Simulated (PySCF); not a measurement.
**A small calculation by hand: entropy of an ideal gas**

hydrogen cyanide (CHN), SMILES N#C.

Geometry: ωB97X-D3(BJ)/def2-TZVPD.

ωB97X-D3(BJ)/def2-TZVPD (PySCF) gives the harmonic wavenumbers 781, 781, 2239, 3460 cm⁻¹ and the rotational temperature 2.1570 K. The molar mass is 27.03 g/mol, the symmetry number 1, the spin multiplicity 1.

**Question.** Work out the entropy at 298.15 K and 1 atm in the rigid-rotor, harmonic-oscillator model.

**Answer.** 
Translation (Sackur–Tetrode at 1 atm): S = R[1.5 ln M + 2.5 ln T − 1.16487] = 149.9 J/(mol K).
Rotation: q = T/(σ θ) = 138, S = R[ln q + 1] = 49.3 J/(mol K).
Vibration: with u = 1.4388 ν/T, each mode gives R[u/(e^u − 1) − ln(1 − e^−u)]:
| ν (cm⁻¹) | modes | u | S (J/(mol K)) |
|---|---|---|---|
| 781 | 2 | 3.77 | 1.87 |
The stiffer modes add less than 0.005 each. Sum 1.9 J/(mol K).
Spin: R ln 1 = 0.0 J/(mol K).
Total 201.0 J/(mol K); the program's own thermochemistry gives 201.0. Translation makes up 75 % and vibration 1 %. Anharmonicity, hindered rotation and orbital degeneracy are left out.
